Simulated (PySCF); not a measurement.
hydrogen peroxide (H2O2), SMILES OO. Heavy atoms are numbered as in [OH:1][OH:2]. Hydrogens are named by the atom that carries them.

The structure is a stationary point at PBE-D3(BJ)/def2-TZVP.

Level of theory: PBE/def2-TZVPD run with PySCF.

Mulliken values depend strongly on the basis, most of all with diffuse functions as here. Atomic charges (e), one atom of each kind:

```tsv
atom	IAO	Mulliken
O1 (OH)	-0.38	-0.32
H on O1	0.38	0.32
```
